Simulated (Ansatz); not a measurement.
# C2H4N2O: a ladder of functionals and wavefunction methods

How much do the methods differ for C2H4N2O? The plan is to run it at one geometry with functionals of several rungs and with coupled cluster. The yardstick is the atomisation energy at the CCSD(T) limit.

Program: Ansatz 0.2.0, Gaussian basis. Level of theory: functionals in def2-TZVPP, the program's frozen cores in correlated methods. These are calculated values, not measurements.

Plan: LDA (SPW92), PBE-D4, revPBE-D4, BLYP-D4, r2SCAN-D4, B97M-V, PBE0-D4, B3LYP-D4, r2SCANh-D4, r2SCAN0-D4, HSE06-D4, BHLYP-D4, CAM-B3LYP-D4, LC-ωPBE, ωB97X-V, ωB97M-V, B2PLYP, PBE-QIDH; CCSD(T)/def2-SVP; CCSD(T)/def2-TZVPP; MP2/def2-QZVPP; extrapolation to the limit; RPA on PBE.

## (1) The geometry

An earlier PBE0-D4 in a triple-zeta def2 set relaxation fixed the geometry.

9 atoms, charge 0, spin multiplicity 1.

Atoms are counted from 1 here; the program's logs count them from 0.

Bond lengths: N1–C2 1.156 Å, C2–O3 1.278 Å, O3–C4 1.510 Å, C4–N5 1.384 Å, C4–H6 1.090 Å, C4–H7 1.090 Å, N5–H8 1.009 Å, N5–H9 1.009 Å. Angles: N1–C2–O3 179.7°, C2–O3–C4 114.2°, O3–C4–N5 111.0°, O3–C4–H6 105.5°, O3–C4–H7 105.5°, N5–C4–H6 111.8°, N5–C4–H7 111.8°, H6–C4–H7 110.8°, C4–N5–H8 114.6°, C4–N5–H9 114.6°, H8–N5–H9 111.4°.

## (2) LDA

This LDA is Slater exchange with PW92 correlation.

Contents of in.yaml:

```yaml
crystal:
  periodic: [false, false, false]
  atoms:
    - {symbol: N, position_ang: [-2.519911, -0.886124, 1.436677]}
    - {symbol: C, position_ang: [-1.764267, -0.288344, 0.797293]}
    - {symbol: O, position_ang: [-0.933966, 0.376586, 0.089669]}
    - {symbol: C, position_ang: [0.438953, -0.245118, -0.001970]}
    - {symbol: N, position_ang: [1.282085, 0.527155, -0.781311]}
    - {symbol: H, position_ang: [0.281947, -1.234324, -0.431942]}
    - {symbol: H, position_ang: [0.792985, -0.320776, 1.026130]}
    - {symbol: H, position_ang: [1.492471, 1.436457, -0.399039]}
    - {symbol: H, position_ang: [1.018104, 0.588188, -1.752808]}
basis:
  gaussian: {orbitals: def2-TZVPP}
hamiltonian: {xc: lda}
output: {orbitals: {seedname: orbitals}}
```

On the command line:

```sh
$ ansatz run in.yaml --threads 2 --pin off --events-out ev --progress --plain --max-ram 4352MiB
```

After this run come: PBE-D4 (GGA); revPBE-D4 (GGA); BLYP-D4 (GGA); r2SCAN-D4 (meta-GGA); B97M-V (meta-GGA); PBE0-D4 (hybrid); B3LYP-D4 (hybrid); r2SCANh-D4 (hybrid); r2SCAN0-D4 (hybrid); HSE06-D4 (hybrid); BHLYP-D4 (hybrid); CAM-B3LYP-D4 (range-separated); LC-ωPBE (range-separated); ωB97X-V (range-separated); ωB97M-V (range-separated); B2PLYP (double hybrid); PBE-QIDH (double hybrid); CCSD(T) in def2-SVP; CCSD(T) in def2-TZVPP; MP2 in def2-QZVPP; RPA on PBE orbitals.

Q: Predict the results of all the runs planned. Wanted: atomisation energy, CCSD(T)/CBS; farthest beyond LDA; mean size of error, GGA; mean size of error, meta-GGA; mean size of error, hybrid; mean size of error, range-separated; mean size of error, double hybrid; gap, smallest and largest; T1 diagnostic.

As calculated:

| quantity | value |
| --- | --- |
| atomisation energy, CCSD(T)/CBS | 3632.0 kJ/mol |
| functionals within 18.2 kJ/mol (0.5 %) | r2SCAN-D4, B97M-V, LC-ωPBE, B2PLYP |
| farthest beyond LDA | PBE-D4 (+183.2 kJ/mol) |
| mean size of error, GGA | 108.1 kJ/mol |
| mean size of error, meta-GGA | 6.8 kJ/mol |
| mean size of error, hybrid | 68.8 kJ/mol |
| mean size of error, range-separated | 28.4 kJ/mol |
| mean size of error, double hybrid | 19.6 kJ/mol |
| gap, smallest and largest | 6.29 eV (BLYP-D4), 13.69 eV (LC-ωPBE) |
| T1 diagnostic | 0.0137 |
| triples share of the correlation energy | 4.3 % |

In words: The LDA atomisation energy is off by 690.7 kJ/mol (19 %): it overbinds. PBE-D4 misses by +183.2 kJ/mol. Double hybrids carry the basis error of their MP2 part in triple zeta, and no dispersion term here, so their miss is partly the set-up's. By mean error the best rung here is meta-GGA (6.8 kJ/mol) and the worst beyond LDA is GGA (108.1 kJ/mol). Misses under about 18.2 kJ/mol are within the doubt on the reference itself, which lacks core-valence correlation, relativity and higher excitations. Hartree-Fock recovers 65 % of the binding; the rest is correlation. CCSD(T) in def2-SVP is off by -221.4 kJ/mol, so the small basis spoils what the method gains. Orbital gaps span 6.3 to 13.7 eV; exact exchange widens them.
